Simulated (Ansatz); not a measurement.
# Property card for TiGa3

Computed with DFT r2SCAN, scalar-relativistic, plane waves, PAW (Ansatz 0.2.0).

Cutoff 500 eV; k points 16×16×16 on the computed 4-atom cell (Γ-centred); Gaussian smearing, width 0.10 eV; no spin polarisation.

The structure is relaxed at this level of theory with its symmetry kept. Whether it is the stable form of this composition wasn't checked.

Space group I4/mmm (No. 139). a = 3.761 Å, b = 3.761 Å, c = 8.733 Å, α = 90.00°, β = 90.00°, γ = 90.00°
| atom | site | symmetry | x | y | z |
| --- | --- | --- | --- | --- | --- |
| Ti | 2a | 4/mmm | 0.0000 | 0.0000 | 0.0000 |
| Ga | 2b | 4/mmm | 0.5000 | 0.5000 | 0.0000 |
| Ga | 4d | -4m2 | 0.0000 | 0.5000 | 0.2500 |

| Quantity | Value |
| --- | --- |
| Space group | I4/mmm (No. 139) |
| Volume per atom | 15.44 Å³ |
| Formation energy from the elements' standard states (uncorrected) | -0.402 eV/atom |
| Generalised Kohn–Sham band gap | none (metal) |
| Density of states at the Fermi level | 1.30 states/eV per cell |
| Löwdin character within 0.5 eV of the Fermi level | Ti 3d 69 %, Ga 4p 26 % |
| Bader charges (e) | Ti (1 in the cell) 1.19, Ga (1 in the cell) -0.47, Ga (2 in the cell) -0.36 |

Cost: 1 run of about 7.3 core-minutes, on Arm Neoverse V1 (shared hosts).